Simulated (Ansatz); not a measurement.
Geometry optimisation, Ansatz, RKS PBE/6-31G.

input.yaml

```yaml
crystal:
  periodic: [false, false, false]
  atoms:
    - { symbol: C, position_ang: [0.3566, -1.915, 0.1654] }
    - { symbol: C, position_ang: [0.7834, -0.449, 0.3889] }
    - { symbol: C, position_ang: [0.0696, 0.5218, -0.5417] }
    - { symbol: C, position_ang: [-0.6041, 1.534, -0.1243] }
    - { symbol: O, position_ang: [-1.2648, 2.3646, -1.0366] }
    - { symbol: F, position_ang: [-0.9045, 1.735, 1.1924] }
    - { symbol: H, position_ang: [0.527, -2.1859, -0.8729] }
    - { symbol: H, position_ang: [-0.7279, -1.9455, 0.3378] }
    - { symbol: H, position_ang: [0.8353, -2.5437, 0.8648] }
    - { symbol: H, position_ang: [0.43578, 1.48384, 0.19854] }
    - { symbol: H, position_ang: [1.8575, -0.392, 0.2349] }
    - { symbol: H, position_ang: [0.286, 0.401, -1.5777] }
    - { symbol: H, position_ang: [-1.8186, 3.0198, -0.48] }
basis:
  gaussian: { orbitals: "6-31G" }
hamiltonian:
  xc: pbe
relax:
  f_tol: 0.02
  max_steps: 50
```

Launched with:

```bash
$ ansatz run input.yaml --threads 1 --pin off --max-ram 2048MiB --backend cpu --events-out ev --progress --plain --runs-dir out
```

Task: Where does it end, and by what steps?

Result: The run converged. Limits of this set-up: no polarisation functions. After 24 steps the energy has fallen by 7.633 eV; H9 moved furthest, 1.49 Å. The start is strongly strained (largest force component 8 eV/Å), so its close contacts needn't be bonds. Parted: C3–H10.

```csv
step,energy less start (eV),largest force component (eV/Å),accepted
0,0.0000,8.353,yes
1,-1.7799,4.488,yes
2,-3.0501,2.717,yes
3,-4.4574,3.884,yes
4,-5.8419,2.680,yes
5,-6.7585,1.953,yes
6,-7.2323,0.818,yes
7,-7.4176,0.370,yes
8,-7.4677,0.706,yes
9,-7.4781,0.786,yes
10,-7.5239,0.226,yes
11,-7.5459,0.232,yes
12,-7.5839,0.095,yes
13,-7.5982,0.238,yes
14,-7.5810,0.773,no
15,-7.6062,0.165,yes
16,-7.6128,0.086,yes
17,-7.6193,0.223,yes
18,-7.6240,0.181,yes
19,-7.6273,0.154,yes
20,-7.6309,0.064,yes
21,-7.6279,0.287,no
22,-7.6321,0.034,yes
23,-7.6324,0.035,yes
24,-7.6325,0.016,yes
```

```xyz
13
Properties=species:S:1:pos:R:3
C 0.603 -2.050 -0.054
C 0.481 -0.587 0.260
C -0.367 0.268 -0.345
C -0.468 1.706 0.019
O -0.469 2.479 -1.172
F -1.738 1.942 0.726
H -0.089 -2.354 -0.856
H 0.386 -2.667 0.839
H 1.632 -2.307 -0.371
H 0.309 2.024 0.739
H 1.146 -0.203 1.048
H -1.050 -0.062 -1.136
H -0.546 3.439 -0.947
```

Time of the run: 100 s on 1 thread of Arm Neoverse V1 (shared host), peak memory 0.25 GiB.
